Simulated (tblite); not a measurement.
Compound: methyl ethyl disulfide, C3H8S2.
Numbering: `[CH3:1][CH2:2][S:3][S:4][CH3:5]` (hydrogens: H6, H7, H8 on C1; H9, H10 on C2; H11, H12, H13 on C5)

Computed with GFN2-xTB (tblite), gas phase: Langevin dynamics at 600 K from the optimised GFN2-xTB geometry, time step 0.5 fs, friction 0.01 fs⁻¹, 2000 steps. Over the second half of the run the saved frames average 546 K.

The optimised geometry, where the run starts:
```
atom  x, y, z in Å
C1     -2.023    0.266   -0.531
C2     -1.100   -0.791    0.035
S3     -0.115   -0.155    1.450
S4      1.058    1.249    0.580
C5      2.534    0.285    0.105
H6     -1.447    1.120   -0.886
H7     -2.591   -0.142   -1.364
H8     -2.716    0.611    0.232
H9     -0.401   -1.163   -0.714
H10    -1.655   -1.629    0.456
H11     3.244    0.997   -0.301
H12     2.266   -0.448   -0.650
H13     2.943   -0.199    0.985
```

t = 50 fs, T = 406 K, E(pot) 0.454 eV above the start
```
atom  x, y, z in Å  |  force x, y, z in eV/Å
C1     -2.176    0.117   -0.553    0.363  -1.008  -2.171
C2     -1.108   -0.727    0.064    1.609  -1.780  -0.989
S3     -0.258   -0.069    1.499    0.531   0.972   0.537
S4      1.012    1.378    0.757    0.053  -0.796  -0.106
C5      2.323    0.272    0.060   -0.620   0.480  -1.656
H6     -1.669    0.964   -0.979   -0.116   0.965   0.413
H7     -2.575   -0.359   -1.517    0.155   0.107   1.508
H8     -2.957    0.313    0.144   -0.403   0.397   0.177
H9     -0.267   -1.047   -0.685   -1.411   0.661   0.887
H10    -1.418   -1.673    0.523   -0.532   0.034  -0.366
H11     2.772    0.831   -0.800   -0.212  -0.333   0.889
H12     1.821   -0.607   -0.396    0.393   0.435   0.559
H13     3.059    0.015    0.791    0.190  -0.133   0.319
```

t = 125 fs, T = 369 K, E(pot) 0.733 eV above the start
```
atom  x, y, z in Å  |  force x, y, z in eV/Å
C1     -2.237   -0.082   -0.312    0.337  -0.071  -2.301
C2     -0.987   -0.882   -0.076   -0.629  -1.483   0.022
S3     -0.408   -0.194    1.473    0.913  -1.093   1.355
S4      0.653    1.325    0.830    1.547   0.854  -0.750
C5      2.261    0.636    0.063   -1.814   0.785  -1.491
H6     -1.842    0.920   -0.511   -0.398   0.103  -0.494
H7     -2.715   -0.517   -1.220   -0.229   0.706   0.728
H8     -2.865    0.073    0.517   -0.949  -0.615   0.834
H9     -0.321   -0.610   -0.889    0.411  -0.516   0.119
H10    -1.098   -2.032    0.017    0.060   1.859  -0.077
H11     2.949    1.437   -0.019    0.437   0.885   0.297
H12     2.035    0.356   -0.992   -0.029  -0.152   0.867
H13     2.666   -0.140    0.623    0.344  -1.260   0.891
```

t = 225 fs, T = 459 K, E(pot) 0.877 eV above the start
```
atom  x, y, z in Å  |  force x, y, z in eV/Å
C1     -2.762   -0.182   -0.400    0.121  -0.404  -0.691
C2     -1.505   -0.988   -0.172   -0.859  -1.402   3.087
S3     -0.514   -0.473    1.397   -0.112   0.137  -0.784
S4      0.405    1.330    1.095    0.297  -0.022  -0.175
C5      2.254    1.036    0.765   -2.465   2.370   0.054
H6     -2.471    0.868   -0.593   -0.469  -0.343   0.656
H7     -3.115   -0.537   -1.437   -0.306   0.297   1.791
H8     -3.440   -0.366    0.509    0.660   0.667  -1.878
H9     -0.849   -1.032   -0.978    1.015  -0.076  -1.169
H10    -1.793   -2.049    0.221    0.586   1.542  -0.933
H11     2.743    1.983    0.827    0.002   0.716  -0.007
H12     2.321    0.646   -0.171    0.334  -1.184  -2.435
H13     2.559    0.452    1.518    1.197  -2.298   2.486
```

t = 275 fs, T = 710 K, E(pot) 0.879 eV above the start
```
atom  x, y, z in Å  |  force x, y, z in eV/Å
C1     -2.794   -0.233   -0.266    2.286  -0.963   1.104
C2     -1.407   -0.984   -0.149   -0.163   1.400   0.715
S3     -0.734   -0.483    1.559   -0.111  -0.624  -0.496
S4      0.236    1.216    1.296    1.115   0.306  -0.380
C5      1.963    0.707    0.662   -1.352  -1.711  -0.694
H6     -2.589    0.843   -0.134   -0.554  -0.662   0.287
H7     -3.319   -0.410   -1.142   -0.366  -0.109  -2.134
H8     -3.422   -0.774    0.450    0.209   0.991   0.549
H9     -0.576   -0.930   -0.881   -0.879   0.705   0.229
H10    -1.496   -2.004    0.095   -0.645  -1.378  -0.135
H11     2.668    1.174    1.293    0.629   0.406   0.570
H12     1.999    1.148   -0.367    0.155  -0.920   0.913
H13     2.072   -0.475    0.756   -0.324   2.562  -0.528
```

t = 425 fs, T = 633 K, E(pot) 1.038 eV above the start
```
atom  x, y, z in Å  |  force x, y, z in eV/Å
C1     -3.066   -0.420    0.137    0.055  -2.137  -1.509
C2     -1.822   -1.273    0.484    0.604   0.045  -1.258
S3     -1.097   -0.627    2.084    0.387  -0.435   0.146
S4      0.054    1.116    1.880   -0.102  -0.635  -1.002
C5      1.437    0.626    0.693    0.484  -1.058   2.723
H6     -2.881    0.570   -0.158    0.919   1.264  -0.469
H7     -3.530   -0.927   -0.795    0.161   0.721   1.669
H8     -3.724   -0.295    0.984   -0.333  -0.744   0.046
H9     -0.923   -1.158   -0.262   -1.798  -0.184   0.982
H10    -2.120   -2.416    0.475    0.813   2.263   0.698
H11     1.949   -0.278    1.232   -0.746   1.618  -1.391
H12     2.100    1.462    0.530    0.127   0.082   0.526
H13     0.979    0.433   -0.225   -0.570  -0.801  -1.160
```

t = 550 fs, T = 648 K, E(pot) 0.489 eV above the start
```
atom  x, y, z in Å  |  force x, y, z in eV/Å
C1     -2.759   -0.389    0.854    2.417  -0.850   0.724
C2     -1.696   -1.553    1.080   -0.989   0.395  -0.400
S3     -0.096   -1.036    1.931   -0.710  -1.622   0.089
S4     -0.138    0.903    1.898    0.339   1.478  -0.150
C5      0.679    1.236    0.282   -1.090  -0.300  -1.097
H6     -2.286    0.443    0.318   -0.104  -0.368  -0.051
H7     -3.575   -0.770    0.293   -0.610  -0.246  -0.184
H8     -3.014   -0.011    1.822   -0.599   0.142   0.441
H9     -1.403   -1.863    0.072    0.088  -0.315   0.260
H10    -2.083   -2.439    1.671    0.321   1.206  -0.683
H11     1.658    1.659    0.381    0.581  -0.464   0.238
H12     0.104    2.023   -0.220   -0.169  -0.239   0.087
H13     0.587    0.290   -0.332    0.525   1.183   0.728
```

t = 975 fs
```
atom  x, y, z in Å
C1     -2.367   -2.484    1.693
C2     -1.169   -2.002    0.904
S3     -0.030   -0.915    1.922
S4     -1.090    0.861    1.960
C5     -0.600    1.966    0.534
H6     -2.630   -1.663    2.414
H7     -3.178   -2.692    1.050
H8     -2.108   -3.512    2.121
H9     -1.427   -1.241    0.092
H10    -0.451   -2.732    0.546
H11    -0.668    1.404   -0.384
H12     0.331    2.304    0.934
H13    -1.200    2.776    0.714
```

**Question.** Estimate the potential energy and the forces of this last frame.

**Answer.** 0.752 eV above the start.

```json
{"atom": "C1", "Fx (eV/Å)": "1.317", "Fy (eV/Å)": "-0.651", "Fz (eV/Å)": "0.882"}
{"atom": "C2", "Fx (eV/Å)": "0.399", "Fy (eV/Å)": "1.976", "Fz (eV/Å)": "-0.612"}
{"atom": "S3", "Fx (eV/Å)": "-0.393", "Fy (eV/Å)": "0.525", "Fz (eV/Å)": "-0.129"}
{"atom": "S4", "Fx (eV/Å)": "-0.244", "Fy (eV/Å)": "-0.633", "Fz (eV/Å)": "0.138"}
{"atom": "C5", "Fx (eV/Å)": "1.077", "Fy (eV/Å)": "-2.125", "Fz (eV/Å)": "1.450"}
{"atom": "H6", "Fx (eV/Å)": "0.095", "Fy (eV/Å)": "-1.279", "Fz (eV/Å)": "-0.397"}
{"atom": "H7", "Fx (eV/Å)": "-0.954", "Fy (eV/Å)": "0.128", "Fz (eV/Å)": "-0.731"}
{"atom": "H8", "Fx (eV/Å)": "-0.324", "Fy (eV/Å)": "1.675", "Fz (eV/Å)": "0.203"}
{"atom": "H9", "Fx (eV/Å)": "0.029", "Fy (eV/Å)": "-1.364", "Fz (eV/Å)": "0.679"}
{"atom": "H10", "Fx (eV/Å)": "-0.414", "Fy (eV/Å)": "-0.244", "Fz (eV/Å)": "-0.182"}
{"atom": "H11", "Fx (eV/Å)": "0.198", "Fy (eV/Å)": "0.433", "Fz (eV/Å)": "-0.075"}
{"atom": "H12", "Fx (eV/Å)": "1.232", "Fy (eV/Å)": "-0.102", "Fz (eV/Å)": "-0.850"}
{"atom": "H13", "Fx (eV/Å)": "-2.019", "Fy (eV/Å)": "1.660", "Fz (eV/Å)": "-0.376"}
```

The bond farthest from its length at the start is C5–H13 (1.024 against 1.085 Å), and half the difference of its two atoms' forces along it is +2.24 eV/Å (positive lengthens). The largest atomic force is 2.79 eV/Å.

The cost below is that of the whole dynamics run. Time: 14 s wall; peak memory 0.18 GiB. Hardware: an Intel Xeon at 2.70 GHz with one thread, no GPU, shared host with 64 logical CPUs at a one-minute load of 63.
